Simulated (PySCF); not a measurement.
PySCF input:

```python
from pyscf import gto, scf, dft

mol = gto.M(
    atom='''
    O    -0.01575076    0.07347674    1.18707993
    C    -0.00126433    1.11753845    0.36818709
    C    -0.00843004   -1.04295283    0.36965169
    C     0.01530910    0.78915281   -0.94253072
    C     0.01032913   -0.65389182   -0.92716625
    H    -0.01836279   -1.99159424    0.87398983
    H     0.02892908    1.44704524   -1.79191591
    H     0.01977666   -1.30234448   -1.78756417
    ''',
    basis='def2-tzvpd',
    charge=0,
    spin=1,
    verbose=4,
)

mf = dft.UKS(mol, xc='tpssh').density_fit(auxbasis='def2-universal-jkfit')
mf.grids.level = 3
mf.conv_tol = 1e-9
mf.max_cycle = 100
mf.max_memory = 1500
mf.kernel()
if not mf.converged:
    mf = mf.newton()
    mf.kernel(mf.make_rdm1())
for _ in range(2):
    mo, _, stable, _ = mf.stability(return_status=True)
    if stable:
        break
    mf.kernel(mf.make_rdm1(mo, mf.mo_occ))
mf.analyze()
```

**Question.** Predict the final energy.

**Answer.** -229.42849 Eh (TPSSh/def2-TZVPD).

It need not be the lowest isomer of its formula.
